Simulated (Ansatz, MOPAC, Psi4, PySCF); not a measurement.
System: lithium fluoride, LiF (charge 0, singlet). SMILES: [Li][F]
Structure (B3LYP-D3(BJ)/def2-TZVP (Ansatz, a first-principles code) minimum search):
```xyz
2

Li     0.0000     0.0000    -1.1712
F      0.0000     0.0000     0.3904
```
Charge 0, spin multiplicity 1.

Property: vertical electron affinity to the doublet, in eV. Terms: non-relativistic; each state is the SCF solution reached for its charge and spin; frozen cores in correlated levels; six Cartesian d functions in 6-31G* and its kin unless marked 5d; 6-311+G** with 5d; UHF or UKS for open shells; no spin-orbit coupling. Ab initio and DFT rows: single points at B3LYP-D3(BJ) geometries (Ansatz). Semi-empirical rows: differences of heats of formation at the shared geometry for vertical values.

| level | program | vertical electron affinity to the doublet (eV) |
|---|---|---|
| AM1 | MOPAC | -1.76 |
| HF/6-31G* | Ansatz | -0.13 |
| HF/6-311+G** | Ansatz | 0.31 |
| PBE/6-31G* | Ansatz | 0.09 |
| PBE/6-311+G** | Ansatz | 0.47 |
| B3LYP/STO-3G | Ansatz | -1.87 |
| B3LYP/3-21G | Ansatz | 0.17 |
| B3LYP/6-31G* | Ansatz | 0.07 |
| B3LYP/6-311+G** | Ansatz | 0.48 |
| M06-2X/6-31G* (5d) | PySCF | -0.17 |
| wB97X-D/6-31G* | Psi4 | -0.07 |
| MP2/6-31G* | Ansatz | -0.14 |
| MP2/6-311+G** | Ansatz | 0.31 |
| B3LYP/def2-TZVPD | Ansatz | 0.30 |
| PBE0/def2-TZVPD | Ansatz | 0.31 |
| M06-2X/def2-TZVPD | PySCF | 0.08 |

No value to compare with is used here. The 13 habitual levels span -1.87 (B3LYP/STO-3G) to 0.48 eV (B3LYP/6-311+G**); B3LYP/def2-TZVPD gives 0.30.

The levels are drawn from those run, B3LYP/6-31G* more often than the rest, none by its result; runs whose electronic state is in doubt are left out.
